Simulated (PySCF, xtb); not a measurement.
hydrogen isocyanide (CHN), SMILES [C-]#[NH+].

Geometry optimised at r2SCAN-D4/def2-TZVPD.

The numbers are results of IEF-PCM-B3LYP/def2-TZVPD (PySCF), not measurements.

The values are the electrostatic part of the solvation free energy, E(continuum) − E(gas) at the gas-phase geometry, in a cavity of scaled van der Waals radii (PySCF's table); cavitation and dispersion terms are not included. In vacuum the orbital gap is 8.95 eV. The dipole moment in vacuum is 3.06 D.

```json
[
 {"solvent": "water", "ε": "78.36", "ΔG(elec) (kcal/mol)": "-6.2", "dipole (D)": "3.86", "gap (eV)": "9.16"},
 {"solvent": "n-hexane", "ε": "1.88", "ΔG(elec) (kcal/mol)": "-2.2", "dipole (D)": "3.34", "gap (eV)": "9.03"},
 {"solvent": "cyclohexanone", "ε": "15.62", "ΔG(elec) (kcal/mol)": "-5.7", "dipole (D)": "3.79", "gap (eV)": "9.15"}
]
```

For comparison, GFN2-xTB/ALPB(water) (xtb, at the GFN2-xTB geometry, all terms of that model) gives -4.5 kcal/mol.
